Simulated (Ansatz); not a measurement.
Relaxation of CH7BN (10 atoms, charge 1, multiplicity 1), to a largest force component of 0.015 eV/Å in at most 40 steps.

These are results of RKS B3LYP/def2-SVP (Ansatz), not measurements.

```xyz
10
Properties=species:S:1:pos:R:3
B -1.139 0.132 -0.861
N 0.118 0.507 -0.128
C 0.067 1.646 0.824
H -1.572 -0.940 -0.725
H -1.626 0.943 -1.538
H 0.849 0.694 -0.829
H 0.450 -0.329 0.373
H 1.044 1.812 1.275
H -0.239 2.550 0.303
H -0.654 1.437 1.611
```

Question: Where does it end, and by what steps?

Answer: The forces met the threshold. The force dipped under the threshold on the way, but the program's further checks kept it going. Limits of this set-up: the dipole of an ion depends on the origin. After 11 steps the energy has fallen by 0.113 eV; H4 moved furthest, 0.54 Å.

```
step  energy less start (eV)  largest force component (eV/Å)  accepted
   0                  0.0000                           0.982       yes
   1                 -0.0806                           0.406       yes
   2                 -0.0878                           0.332       yes
   3                 -0.0875                           0.469        no
   4                 -0.0969                           0.075       yes
   5                 -0.1006                           0.035       yes
   6                 -0.1042                           0.232       yes
   7                 -0.1064                           0.200       yes
   8                 -0.1115                           0.015       yes
   9                 -0.1122                           0.098       yes
  10                 -0.1106                           0.141        no
  11                 -0.1128                           0.006       yes
```

```xyz
10
Properties=species:S:1:pos:R:3
B -1.142 0.180 -0.847
N 0.216 0.490 -0.198
C 0.017 1.590 0.839
H -1.799 -0.663 -0.317
H -1.439 0.847 -1.790
H 0.906 0.811 -0.891
H 0.615 -0.337 0.269
H 0.985 1.801 1.312
H -0.360 2.489 0.334
H -0.701 1.242 1.593
```

Whether the end is a true minimum wasn't checked by a vibrational analysis.

Time of the run: 30 s on 1 thread of Arm Neoverse V2, on a shared host, peak memory 0.15 GiB.
